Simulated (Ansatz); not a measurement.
Ansatz (a first-principles code) input (r2SCAN/def2-TZVPD):

Ansatz 0.2 input:
```yaml
crystal:
  periodic: [false, false, false]
  atoms:
    - {symbol: Li, position_ang: [-0.00000000, -0.00000000, -1.52942300]}
    - {symbol: F, position_ang: [0.00000000, 0.00000000, 0.50980767]}
basis:
  gaussian:
    orbitals: def2-TZVPD
hamiltonian:
  xc: {name: r2SCAN}
total_charge: 1
magnetization: {spin_polarized: true, initial_magnetization: 1}
output: {forces: true}
```

End of the output:

```
integrals: 0.01 GiB planned
362 factors; their error is unknown
mean field: 0.13 GiB planned
mean field evaluation 1: about -2904.9887 eV, gradient 5.3e1 eV
mean field evaluation 2: about -2900.8796 eV, gradient 6.4e1 eV
mean field evaluation 4: about -2912.1463 eV, gradient 4.5e-1 eV
mean field evaluation 8: about -2912.1446 eV, gradient 1.5e-3 eV
mean field evaluation 16: about -2912.1153 eV, gradient 3.1e0 eV
mean field -2912.14456029 eV, -107.0193386680 hartree, gradient 3.8e-6 eV, S^2 0.752515; 1 other end points of the search recorded, 0 dependent functions left out
the calculation of the forces begins
reference -2912.14456997 eV, -107.0193390238 hartree; 6, 5 occupied and 51, 52 virtual orbitals, 362 factors
Total energy: -2912.14456997 eV, -107.0193390238 hartree
Atom 0 at    -0.000000    -0.000000    -1.529423 Å, force    -0.000000     0.000000    -0.070038 eV/Å
Atom 1 at     0.000000     0.000000     0.509808 Å, force     0.000000     0.000000     0.070038 eV/Å
Dipole moment:     0.000000    -0.000000    -1.403304 e Å
```
